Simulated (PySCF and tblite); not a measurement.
Values are calculated unless marked as measured or tabulated.
C₅H₁₂, numbered as in [CH3:1][CH2:2][CH2:3][CH2:4][CH3:5].

Search: ETKDG and KDG, MMFF94s, GFN2-xTB, 90 starts; geometries at PBE0-D3(BJ)/def2-SVP. Free energies are PBE0-D3(BJ)/def2-TZVP single points with GFN2-xTB rigid-rotor and vibrational terms (modes under about 100 cm⁻¹ blended into free rotors). Symmetry numbers and mirror images are counted. Conformers within 4 kcal/mol (GFN2-xTB free energy) were kept, 7 at most. GIAO shieldings: PBE0/pcSseg-1. Shifts are against TMS (¹H), TMS (¹³C) at the same level. Programs: PySCF with density fitting and tblite.

Torsions listed: C1–C2–C3–C4, C2–C3–C4–C5. Of a mirror pair one member is shown.

```tsv
conformer	shape	symmetry	E(GFN2) kcal/mol	E(DFT) kcal/mol
1	-177°, -65°	C1 (pair)	0.54	0.61
2	180°, 180°	C2v	0.00	0.00
3	60°, 60°	C2 (pair)	1.11	1.01
4	-63°, 88°	C1 (pair)	2.58	2.88
```

Question: How much do the weights at 298.15 K and the averaged shift of C2/C4 depend on how the conformers are weighted?

Answer: 
```
                                                              weighting  1 (%)  2 (%)  3 (%)  4 (%)  δ (ppm)  rms dipole (D)
DFT energy with thermal terms, symmetry and mirror images (full scheme)     48     42      9      1     25.4            0.08
                             DFT energy with symmetry and mirror images     50     36     13      1     25.0            0.08
                                                        bare DFT energy     23     65     12      0     25.8            0.08
                        GFN2-xTB energy with symmetry and mirror images     54     34     10      2     25.1            0.08
                                                   GFN2-xTB free energy     52     40      7      1     25.4            0.08
                                                leading conformer alone    100      0      0      0     24.6            0.08
                                                          equal weights     25     25     25     25     24.7            0.10
                         full scheme, search stopped after three starts     85      0     15      0     23.9            0.07
```

The largest departure from the full scheme, 1.4 ppm, comes with: full scheme, search stopped after three starts.
